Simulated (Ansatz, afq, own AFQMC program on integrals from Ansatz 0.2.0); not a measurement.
## AlGeH3, singlet in cc-pVDZ, levels against CCSDT(Q)

```yaml
atoms:
  - { symbol: Ge, position_ang: [0.0017, 0.0000, 0.6723] }
  - { symbol: Al, position_ang: [-0.0910, 0.0000, -1.6422] }
  - { symbol: H, position_ang: [0.8330, 1.0566, -0.3946] }
  - { symbol: H, position_ang: [0.8330, -1.0566, -0.3946] }
  - { symbol: H, position_ang: [0.6458, 0.0000, -3.7013] }
```

Connectivity, by distances: Ge–Al ··· H, 2 bridging H.

Basis cc-pVDZ. Only valence electrons are correlated. Integrals, coupled cluster, full CI and functionals: Ansatz 0.2.0; the random walks run on the same integrals in our own AFQMC program. ph-AFQMC/CISD is guided by a CISD state made of CCSD amplitudes; releasing the constraint for a short imaginary time cuts its bias at the price of noise, slowly where states lie close. Error bars are statistical, one sigma. No spin–orbit coupling.

Determinant: RHF, the one that the program's search chose, which needn't be the lowest solution. The geometry is a point of a scan.

No full CI on the walks' own integrals is used here; CCSDT(Q) serves as the reference and is uncertain by about the last step of the cluster series.

Cautions: no relativity below Rb; no spin-orbit coupling; inner d shell frozen; higher spins were not checked; restricted determinant unstable towards unrestricted (UHF 53 meV lower, ⟨S²⟩ 0.36); raised T1 diagnostic (T1 0.022, weight of the determinant 0.84, largest double 0.13).

* T1 diagnostic: 0.0217
* weight of the determinant in the CISD state: 0.836
* size of the correlated space: 10 electrons in 41 orbitals

Reference: CCSDT(Q), correlation energy -5.897 eV. The released energy is read at 2.40 1/Eh (meV from the phaseless value at times in 1/Eh: -19 ± 20 at 0.24, -7 ± 17 at 0.51, -11 ± 15 at 0.99, 1 ± 23 at 1.62, 8 ± 18 at 2.40).

```csv
level,E − E(reference) (kJ/mol),share of correlation (%)
HF,569.0,0.00
MP2,129.5,77.24
CCSD,29.2,94.88
CCSD(T),5.8,98.98
CCSDT,1.7,99.70
ph-AFQMC/HF,10.1 ± 5.0,98.22
ph-AFQMC/CISD,1.2 ± 1.9,99.79
released AFQMC,2.0 ± 1.7,99.65
```

A walk keeps the symmetry of its determinant, which the program's search chose and which needn't be the lowest solution, so a lower state of the same spin and another symmetry isn't excluded. Released energies are given only where the last usable release times agree within the noise; a slower fall can still hide under it.
